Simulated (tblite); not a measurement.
C5H6F (doublet state).
InChI=1S/C5H6F/c1-3-4-5(2)6/h3H,1H2,2H3

All values are computed: GFN2-xTB (tblite) harmonic vibrations without scaling, gas phase. This tight-binding method is rough: wavenumbers can miss measured ones by several per cent, in bad cases by 10 to 20. Open shells enter through the occupations alone, without spin polarisation, and single modes of such species can be off by tens of per cent.

Harmonic wavenumbers (cm⁻¹): 82.8, 123.0, 138.6, 183.0, 341.6, 404.1, 454.5, 500.0, 547.5, 729.2, 763.3, 912.9, 936.3, 1004.2, 1022.3, 1095.6, 1201.0, 1253.7, 1374.1, 1378.5, 1453.7, 1461.0, 1465.3, 1945.3, 3009.1, 3011.4, 3022.7, 3067.5, 3122.9, 3161.5.

A = 7933, B = 1882, C = 1652 MHz; mass 85.045 u (most abundant isotopes); point group C1, symmetry number 1; spin multiplicity 2.

Task: What is the zero-point energy?

Result: ½Σν̃ = 19583 cm⁻¹ = 55.99 kcal/mol.

Task: What is S at 200 K and 1 bar for an ideal gas of classical rigid rotors and harmonic oscillators?

Result: Translation 37.28, rotation 25.78, vibration 11.06, spin (R ln 2) 1.38: S = 75.5 cal/(mol K).

Task: And Cp and H(200 K) − H(0)?

Result: Cp = 20.84 cal/(mol K), of which vibrations give 12.89 (their classical limit is 30 R = 59.6); H(200 K) − H(0) = 2.87 kcal/mol without the zero-point energy, 1.28 from vibrations.

Task: Blend soft modes into free rotors: weight 1/[1 + (100 cm⁻¹/ν̃)⁴] for the oscillator and the rest for a rotor with moment μB/(μ + B), μ = h/(8π²ν), B = 10⁻⁴⁴ kg m². What vibrational entropy results?

Result: 10.82 cal/(mol K) in place of 11.06, which changes −T·S at 200 K by +0.05 kcal/mol.

Task: How do the functions run with temperature in this model?

Result: 
```
 T (K)  S (cal/(mol K))  Cp (cal/(mol K))  H − H(0) (kcal/mol)  G − H(0) (kcal/mol)  ln q(vib)
   150             70.0              17.8                 1.90                -8.59       1.55
   250             80.5              23.9                 3.98               -16.13       3.16
298.15             84.9              26.7                 5.20               -20.11       3.93
   400             93.6              32.4                 8.22               -29.21       5.55
   600            108.5              41.1                15.63               -49.46       8.66
   900            126.9              49.6                29.34               -84.87      13.01
```

q(vib) and H(0) count from the zero-point level.

Task: Which modes carry the vibrational entropy at 200 K?

Result: 82.8 cm⁻¹: 3.05; 123.0 cm⁻¹: 2.29; 138.6 cm⁻¹: 2.07; 183.0 cm⁻¹: 1.58; 341.6 cm⁻¹: 0.64; 404.1 cm⁻¹: 0.45 cal/(mol K); the other 24 give 0.98 together.

Hindered rotation and anharmonicity are outside this model. The structure is chiral; the term R ln 2 for an equal mix with its mirror image is left out.

The run took 0.23 s on one thread of an Arm Neoverse V1, no GPU, on a shared host. This covers the Hessian and the dipole derivatives.
